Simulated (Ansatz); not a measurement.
Corundum Cr2O3 was calculated with r²SCAN in Ansatz (plane waves, PAW).

Numerical settings: plane-wave cutoff 500 eV, 10×10×10 k mesh, Fermi–Dirac smearing 0.05 eV, magnetic order afm++--, spin-polarised with opposed moments, scalar-relativistic PAW data made under PBE.

Computed at the level's own relaxed cell.

Q: Predict the equilibrium volume per atom, magnetic moment (largest site, within a sphere) and band gap.

A: 
equilibrium volume per atom: 9.65 Å³/atom
magnetic moment (largest site, within a sphere): 2.35 μB
band gap: 2.23 eV (on the SCF k mesh)

Measured, for comparison: band gap 3.3 ± 0.1 eV (temperature not stated, not corrected to a static lattice, middle of the range; as tabulated in Medasani et al. (2019), arXiv:1904.04625); equilibrium volume per atom 9.64 Å³/atom (temperature not stated, not corrected to a static lattice; as tabulated in Sawada, Mater. Res. Bull. 29, 239 (1994) (COD 9015000)). Computed (rounded) less measured: band gap -1.07 eV, equilibrium volume per atom +0.1 %.

Moments are spin moments.

Computed values are for the static lattice.

Computing time: roughly 40 core-minutes.

Ansatz is a program for electronic structure.
